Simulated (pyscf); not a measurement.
**Substitution at C: H₃C–Ga(CH₃)–Cl + CH₃• → H₃C–CH₃ + [H₃C–Ga–Cl]•**

Gas phase, doublet surface, charge 0. Bonds broken: C1–Ga2. Bonds formed: C1–C11. PySCF, gas phase, ωB97X-D3(BJ)/def2-SVP geometries.

Transition state (Å):

```xyz
14

C      0.4711     0.7406     0.5949
Ga    -0.9262    -0.8488    -0.0115
C     -2.0438    -1.0013    -1.6372
Cl    -1.8744    -1.7191     1.7650
H      0.5605     0.3383     1.6042
H     -0.3541     1.4181     0.3451
H      1.2607     0.5775    -0.1373
H     -1.5949    -0.5005    -2.5080
H     -3.0343    -0.5609    -1.4364
H     -2.1922    -2.0670    -1.8744
C      1.4345     2.4501     1.2592
H      2.4051     2.0841     1.6133
H      0.7953     2.8466     2.0570
H      1.5030     3.1030     0.3808
```

One imaginary mode, 1133i cm⁻¹; descent along it reached the two sides named.

```csv
bond,change,reactant side (Å),saddle,product side
C1–Ga2,breaks,1.952,2.201,3.2
C1–C11,forms,3.8,2.072,1.530
```

Electronic energies relative to the separated reactants (eV):

```json
[
 {"level": "ωB97X-D3(BJ)/def2-TZVP", "barrier": "1.36", "reaction energy": "-0.76", "reverse barrier": "2.13"},
 {"level": "PBE/def2-TZVP", "barrier": "0.83", "reaction energy": "-0.96", "reverse barrier": "1.80"},
 {"level": "r²SCAN/def2-TZVP", "barrier": "1.06", "reaction energy": "-0.73", "reverse barrier": "1.79"},
 {"level": "B3LYP-D3(BJ)/def2-TZVP", "barrier": "1.07", "reaction energy": "-0.88", "reverse barrier": "1.95"},
 {"level": "PBE0-D3(BJ)/def2-TZVP", "barrier": "1.09", "reaction energy": "-0.86", "reverse barrier": "1.95"},
 {"level": "M06-2X/def2-TZVP", "barrier": "1.20", "reaction energy": "-0.91", "reverse barrier": "2.11"},
 {"level": "ωB97M-D3(BJ)/def2-TZVP", "barrier": "1.30", "reaction energy": "-0.87", "reverse barrier": "2.17"},
 {"level": "HF/def2-TZVP", "barrier": "2.07", "reaction energy": "-0.60", "reverse barrier": "2.66"}
]
```

With ωB97M-D3(BJ)/def2-TZVP energies and thermal terms (ideal gas, 1 atm, RRHO with modes under 100 cm⁻¹ raised to 100, one conformer, R ln 2 for chiral ones without a mode under 150 cm⁻¹), in eV:

```json
[
 {"T (K)": "298", "ΔH‡": "1.39", "ΔG‡": "1.82", "ΔH": "-0.69", "ΔG": "-0.66"},
 {"T (K)": "600", "ΔH‡": "1.39", "ΔG‡": "2.25", "ΔH": "-0.76", "ΔG": "-0.61"},
 {"T (K)": "900", "ΔH‡": "1.40", "ΔG‡": "2.68", "ΔH": "-0.79", "ΔG": "-0.52"},
 {"T (K)": "1200", "ΔH‡": "1.42", "ΔG‡": "3.10", "ΔH": "-0.81", "ΔG": "-0.43"}
]
```

One saddle was located; it need not be the lowest between these sides. The angle at the attacked C is 168°. Elements up to Kr have no core potential and no relativistic terms here.
